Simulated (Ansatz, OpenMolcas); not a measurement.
C3H6O (SMILES C=CCO): the vertical energy of the triplet above the singlet from total energies

C3H6O has 10 atoms, charge 0, and is taken as a singlet. As SMILES, `C=CCO`. Geometry: relaxed at PBE0-D4/def2-TZVP. This is one conformer, not always the lowest.

Both states at this one shape; open shells run unrestricted unless said. 1 Eh = 27.2114 eV.

```
       level     program  singlet C3H6O (Eh)  triplet C3H6O (Eh)
    HF/3-21G      Ansatz         -190.850681         -190.717830
TPSS/cc-pVDZ  OpenMolcas         -193.152932         -192.990556
PBE0/cc-pVDZ      Ansatz         -192.898297         -192.737288
```

Problem. Work out the vertical gap, second state less first, at each level.

Solution. 
1. HF/3-21G: -190.717830 − (-190.850681) = 0.132851 Eh = 3.62 eV.
2. TPSS/cc-pVDZ: -192.990556 − (-193.152932) = 0.162376 Eh = 4.42 eV.
3. PBE0/cc-pVDZ: -192.737288 − (-192.898297) = 0.161009 Eh = 4.38 eV.

No measured value is set beside it here; the levels span 3.62 to 4.42 eV. Hartree–Fock favours the state with fewer electron pairs, since it lacks pair correlation.
